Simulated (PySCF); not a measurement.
Work out the structure from these simulated measurements.

Elements present: C, H, O and S. Monoisotopic mass: 106.0089 u.

| Item | Value |
| --- | --- |
| Triplet | lowest triplet excitation (Tamm–Dancoff): 7.14 eV [TDA PBE0/def2-SVPD] |
| Rotational structure | rotational constants A, B, C: 4.965, 2.852, 2.682 GHz [PBE0-D3(BJ)/def2-SVP] |
| NMR, other nuclei | isotropic shieldings of nuclei other than C and H, by class: 58 (2 O), 192 (1 S) ppm [GIAO KT2/pcSseg-2] |
| 13C NMR | chemical shifts (computed TMS as zero) by class: 72.5 (2 C), 10.1 (1 C) ppm [GIAO KT2/pcSseg-2] |
| XPS | S2p3/2 173.8, C1s 291.6 (×2), C1s 291.9, O1s 537.6 (×2), S1s 2482.5 eV [ΔSCF SCAN, pcX-2 on the ionised atom, pcseg-1 elsewhere, spin-free X2C, 2p3/2 from a spin–orbit splitting computed afterwards within the 2p shell] |
| Valence photoelectron | vertical ionisation energy: 10.49 eV [ΔSCF PBE0/def2-SVPD] |

Gas-phase values; electronic properties from PySCF, density fitting. Levels stand in brackets. One conformer (not necessarily the lowest) at the PBE0-D3(BJ)/def2-SVP geometry, without solvent, vibrations or thermal averaging. NMR values are class means; diastereotopic atoms form classes of their own.

Question: Which formula fits the mass and the elements?

Answer: C3H6O2S (calculated 106.0089). No other formula that holds each of these elements comes within 0.0003 u with a fitting electron parity and a possible valence count.

Question: Give a SMILES that accounts for the data.

Answer: Numbering: `[O:1]=[S:2]1(=[O:3])[CH2:4][CH2:5][CH2:6]1`. 3 carbons fall into 2 classes; from least to most shielded: ring sp3 carbon bound to sulfur [C4/C6] (72.5 ppm, 2 C), four-membered-ring carbon [C5] (10.1 ppm). The other shieldings belong to: 58 ppm, sulfonyl oxygen [O1/O3]; 192 ppm, sulfonyl sulfur [S2]. The core levels belong to: S2p3/2 173.8 eV, sulfonyl sulfur [S2]; C1s 291.6 eV, sp3 carbon bound to sulfur [C4/C6]; C1s 291.9 eV, four-membered-ring carbon [C5]; O1s 537.6 eV, sulfonyl oxygen [O1/O3]; S1s 2482.5 eV, sulfonyl sulfur [S2]. One atom of each topological class was ionised and stands for its class. The first electron is taken from the HOMO, whose largest Löwdin shares are 0.29 on a sulfonyl oxygen, 0.20 on a sulfonyl oxygen and 0.15 on each of 2 atoms of one kind (sp3 carbon bound to sulfur). The optimised geometry has point group Cs and is an asymmetric top. Structure: thietane 1,1-dioxide (`O=S1(=O)CCC1`). Computed isomers that give other values at the same levels: `COC(=S)OC` (rotational constant A: 3.938 GHz; this holds for the one conformer computed); `C=CS(C)(=O)=O` (core binding energies: S2p3/2 173.9, C1s 291.4, C1s 291.5, C1s 291.7, O1s 537.5 (×2), S1s 2482.7 eV). The assignments are read from this structure; whether some other isomer fits the data as well wasn't checked.
